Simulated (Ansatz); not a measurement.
`[OH][Mg][Cl]`, relaxed with RKS PBE0-D4/def2-TZVP in Ansatz from a PBE-D4/def2-SVP geometry. The force threshold is 0.005 eV/Å; the program also tests the step.

Charge 0, multiplicity 1.

Start:

```xyz
4

O    -1.123    0.441    0.333
Mg    0.532   -0.136   -0.019
Cl    2.620   -0.786   -0.320
H    -2.029    0.481    0.005
```

```json
{"step": "1", "energy (eV)": "-20025.7476", "largest force (eV/Å)": "0.609", "largest move (Å)": "0.000"}
{"step": "2", "energy (eV)": "-20025.7612", "largest force (eV/Å)": "0.136", "largest move (Å)": "0.023"}
{"step": "3", "energy (eV)": "-20025.7632", "largest force (eV/Å)": "0.060", "largest move (Å)": "0.012"}
{"step": "4", "energy (eV)": "-20025.7654", "largest force (eV/Å)": "0.077", "largest move (Å)": "0.027"}
{"step": "5", "energy (eV)": "-20025.7680", "largest force (eV/Å)": "0.034", "largest move (Å)": "0.066"}
{"step": "6 (rejected)", "energy (eV)": "-20025.7615", "largest force (eV/Å)": "0.803", "largest move (Å)": "0.070"}
{"step": "7", "energy (eV)": "-20025.7684", "largest force (eV/Å)": "0.004", "largest move (Å)": "0.034"}
{"step": "8 (rejected)", "energy (eV)": "-20025.7683", "largest force (eV/Å)": "0.117", "largest move (Å)": "0.021"}
{"step": "9", "energy (eV)": "-20025.7684", "largest force (eV/Å)": "0.027", "largest move (Å)": "0.009"}
{"step": "10 (rejected)", "energy (eV)": "-20025.7683", "largest force (eV/Å)": "0.085", "largest move (Å)": "0.015"}
{"step": "11", "energy (eV)": "-20025.7684", "largest force (eV/Å)": "0.002", "largest move (Å)": "0.007"}
{"step": "12", "energy (eV)": "-20025.7685", "largest force (eV/Å)": "0.004", "largest move (Å)": "0.009"}
{"step": "13", "energy (eV)": "-20025.7685", "largest force (eV/Å)": "0.009", "largest move (Å)": "0.011"}
{"step": "14", "energy (eV)": "-20025.7685", "largest force (eV/Å)": "0.002", "largest move (Å)": "0.001"}
```

End:

```xyz
4

O    -1.117    0.360    0.183
Mg    0.542   -0.150   -0.043
Cl    2.617   -0.763   -0.276
H    -2.042    0.553    0.136
```

It took 11 s on 4 threads of an Arm Neoverse V1 on a shared host, with 0.18 GiB of host memory at the peak.
